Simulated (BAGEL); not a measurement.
# C2H4F2S+ (SMILES FC[S+]CF) at ROHF/6-31G(d) (density fitting with qzvpp-jkfit, spherical functions)

What is the energy change on altering one bond length of C2H4F2S+ at ROHF/6-31G* (density fitting with qzvpp-jkfit, spherical functions)? 

The calculation is run with BAGEL 1.2.2.

1 further run of the same task is left out (set aside as unsound or not needed).

## 1. The structure to begin with

C2H4F2S+ has 9 atoms, charge +1, and is taken as a doublet. As SMILES, `FC[S+]CF`. Geometry: relaxed at GFN2-xTB. This is one conformer, not always the lowest.

Bond lengths: F1–C2 1.334 Å, C2–S3 1.829 Å, S3–C4 1.829 Å, C4–F5 1.334 Å, C2–H6 1.103 Å, C2–H7 1.099 Å, C4–H8 1.103 Å, C4–H9 1.100 Å. Some angles: F1–C2–S3 110.9°, C2–S3–C4 100.9°, S3–C4–F5 110.9°, F1–C2–H6 109.0°, F1–C2–H7 109.7°, S3–C2–H6 109.3°, S3–C2–H7 107.6°, S3–C4–H8 109.2°, S3–C4–H9 107.7°, F5–C4–H8 109.0°.

## 2. A single-point energy at ROHF/6-31G(d) (density fitting with qzvpp-jkfit, spherical functions)

calc.json

```json
{ "bagel": [

{
  "title": "molecule",
  "basis": "6-31gs.json",
  "df_basis": "qzvpp-jkfit",
  "angstrom": true,
  "geometry": [
    { "atom": "F", "xyz": [   -0.203600,    0.259570,   -1.634880 ] },
    { "atom": "C", "xyz": [    0.934590,    0.437860,   -0.963110 ] },
    { "atom": "S", "xyz": [    0.938310,   -0.537130,    0.584340 ] },
    { "atom": "C", "xyz": [   -0.836200,   -0.493940,    1.024090 ] },
    { "atom": "F", "xyz": [   -1.389590,    0.662740,    0.656920 ] },
    { "atom": "H", "xyz": [    1.044980,    1.507810,   -0.720500 ] },
    { "atom": "H", "xyz": [    1.782440,    0.096600,   -1.573850 ] },
    { "atom": "H", "xyz": [   -1.357280,   -1.320050,    0.512350 ] },
    { "atom": "H", "xyz": [   -0.913650,   -0.613460,    2.114640 ] }
  ]
},
{ "title": "rohf", "charge": 1, "nopen": 1 },
{ "title": "print", "file": "orbitals.molden", "orbitals": true }

]}
```

The basis set 6-31G* is read from a file made from the Basis Set Exchange's data (not shown).

The run is started by

```
$ BAGEL_NUM_THREADS=1 BAGEL calc.json > calc.out
```

Output:

```text
* using 1 threads per process

  ===============================================================
  ===============================================================

  *** Geometry ***

  { "atom" : "F", "xyz" : [     -0.384748,      0.490516,     -3.089475 ] },
  { "atom" : "C", "xyz" : [      1.766119,      0.827435,     -1.820014 ] },
  { "atom" : "S", "xyz" : [      1.773149,     -1.015029,      1.104243 ] },
  { "atom" : "C", "xyz" : [     -1.580189,     -0.933411,      1.935250 ] },
  { "atom" : "F", "xyz" : [     -2.625945,      1.252397,      1.241399 ] },
  { "atom" : "H", "xyz" : [      1.974726,      2.849348,     -1.361548 ] },
  { "atom" : "H", "xyz" : [      3.368323,      0.182548,     -2.974145 ] },
  { "atom" : "H", "xyz" : [     -2.564887,     -2.494533,      0.968201 ] },
  { "atom" : "H", "xyz" : [     -1.726548,     -1.159271,      3.996090 ] },

  Number of auxiliary basis functions:      504

  Since a DF basis is specified, we compute 2- and 3-index integrals:
    o Being stored without compression. Storage requirement is 0.027 GB

  Number of basis functions:       82
  Number of electrons      :       50

    * METHOD: MOLECULE                             0.39

  *** Open-shell HF ***

  === Nuclear Repulsion ===
   245.4554592540

      * DIIS with orbital gradients will be used.

  === ROHF iteration (6-31gs.json) ===
      0       -673.85141113          0.04034442           0.18
      1       -674.01174046          0.02489451           0.17
      2       -674.06258248          0.01549816           0.18
      3       -674.09167481          0.00140788           0.17
      4       -674.09278871          0.00039409           0.17
      5       -674.09294903          0.00014759           0.17
      6       -674.09297684          0.00004080           0.17
      7       -674.09298723          0.00002106           0.17
      8       -674.09298839          0.00001210           0.20
      9       -674.09298881          0.00000482           0.17
     10       -674.09298883          0.00000148           0.16
     11       -674.09298884          0.00000046           0.16
     12       -674.09298884          0.00000025           0.16
     13       -674.09298884          0.00000017           0.16
     14       -674.09298884          0.00000012           0.16
     15       -674.09298885          0.00000007           0.16
     16       -674.09298885          0.00000003           0.17
     17       -674.09298885          0.00000001           0.16
     18       -674.09298885          0.00000001           0.16
    * SCF iteration converged.

    * S^2 (ROHF) is 0.7500

    * Permanent dipole moment:
           (   -1.325436,     0.766476,    -0.813412) a.u.

    * METHOD: ROHF                                 3.44

    * METHOD: PRINT                                0.02

  ===============================================================
```

Run time: 4.2 s. Hardware: 1 thread of Intel Xeon Platinum 8259CL at 2.50GHz (Skylake/Cascade Lake), shared host; peak memory 0.12 GiB.

## 3. The distorted shape

input.json

```json
{ "bagel": [

{
  "title": "molecule",
  "basis": "6-31gs.json",
  "df_basis": "qzvpp-jkfit",
  "angstrom": true,
  "geometry": [
    { "atom": "F", "xyz": [   -0.258797,   -0.275428,   -1.756190 ] },
    { "atom": "C", "xyz": [    0.879393,   -0.097138,   -1.084420 ] },
    { "atom": "S", "xyz": [    0.883113,   -1.072128,    0.463030 ] },
    { "atom": "C", "xyz": [   -0.891397,   -1.028938,    0.902780 ] },
    { "atom": "F", "xyz": [   -1.444787,    0.127742,    0.535610 ] },
    { "atom": "H", "xyz": [    1.044980,    1.507810,   -0.720500 ] },
    { "atom": "H", "xyz": [    1.727243,   -0.438398,   -1.695160 ] },
    { "atom": "H", "xyz": [   -1.412477,   -1.855048,    0.391040 ] },
    { "atom": "H", "xyz": [   -0.968847,   -1.148458,    1.993330 ] }
  ]
},
{
  "title": "rohf",
  "charge": 1,
  "nopen": 1
},
{
  "title": "print",
  "file": "orbitals.molden",
  "orbitals": true
}

]}
```

The basis set 6-31G* is read from a file made from the Basis Set Exchange's data (not shown).

The run is started by

```
$ BAGEL_NUM_THREADS=1 BAGEL input.json > input.out
```

Output:

```text
* using 1 threads per process

  ===============================================================
  ===============================================================

  *** Geometry ***

  { "atom" : "F", "xyz" : [     -0.489055,     -0.520483,     -3.318718 ] },
  { "atom" : "C", "xyz" : [      1.661812,     -0.183564,     -2.049257 ] },
  { "atom" : "S", "xyz" : [      1.668842,     -2.026028,      0.875000 ] },
  { "atom" : "C", "xyz" : [     -1.684496,     -1.944411,      1.706007 ] },
  { "atom" : "F", "xyz" : [     -2.730252,      0.241397,      1.012156 ] },
  { "atom" : "H", "xyz" : [      1.974726,      2.849348,     -1.361548 ] },
  { "atom" : "H", "xyz" : [      3.264016,     -0.828452,     -3.203388 ] },
  { "atom" : "H", "xyz" : [     -2.669195,     -3.505533,      0.738959 ] },
  { "atom" : "H", "xyz" : [     -1.830855,     -2.170271,      3.766848 ] },

  Number of auxiliary basis functions:      504

  Since a DF basis is specified, we compute 2- and 3-index integrals:
    o Being stored without compression. Storage requirement is 0.027 GB

  Number of basis functions:       82
  Number of electrons      :       50

    * METHOD: MOLECULE                             0.38

  *** Open-shell HF ***

  === Nuclear Repulsion ===
   243.2740610904

      * DIIS with orbital gradients will be used.

  === ROHF iteration (6-31gs.json) ===
      0       -673.76394797          0.04045829           0.17
      1       -673.91422010          0.02593800           0.17
      2       -673.96679370          0.01658004           0.18
      3       -674.00002666          0.00166167           0.17
      4       -674.00221459          0.00073181           0.17
      5       -674.00290418          0.00042591           0.17
      6       -674.00314498          0.00015891           0.17
      7       -674.00323623          0.00007991           0.17
      8       -674.00325420          0.00004810           0.19
      9       -674.00326007          0.00003093           0.16
     10       -674.00326331          0.00001877           0.16
     11       -674.00326519          0.00001018           0.16
     12       -674.00326542          0.00000514           0.16
     13       -674.00326576          0.00000279           0.17
     14       -674.00326586          0.00000131           0.17
     15       -674.00326597          0.00000057           0.18
     16       -674.00326602          0.00000030           0.17
     17       -674.00326603          0.00000020           0.16
     18       -674.00326603          0.00000014           0.16
     19       -674.00326603          0.00000009           0.16
     20       -674.00326603          0.00000006           0.16
     21       -674.00326603          0.00000003           0.16
     22       -674.00326603          0.00000002           0.16
     23       -674.00326604          0.00000001           0.16
     24       -674.00326604          0.00000001           0.16
    * SCF iteration converged.

    * S^2 (ROHF) is 0.7500

    * Permanent dipole moment:
           (   -1.319966,     0.656787,    -0.760267) a.u.

    * METHOD: ROHF                                 4.39

    * METHOD: PRINT                                0.02

  ===============================================================
```

Wall time 5.1 s (1 thread of Intel Xeon Platinum 8259CL at 2.50GHz (Skylake/Cascade Lake), shared host); peak memory 0.12 GiB.

## 4. Summary of results

At ROHF/6-31G* (density fitting with qzvpp-jkfit, spherical functions):

```
                                                         quantity          value
                                        first shape: total energy  -674.09299 Eh
                                                first shape: ⟨S²⟩          0.750
                                    distorted shape: total energy  -674.00327 Eh
                                            distorted shape: ⟨S²⟩          0.750
energy change with the C2–H6 bond stretched from 1.103 to 1.654 Å       2.441 eV
```

What this shows: With the C2–H6 bond stretched from 1.103 to 1.654 Å the energy rises by 2.44 eV (56 kcal/mol). The first shape isn't relaxed at this level, so the change isn't measured from a minimum.
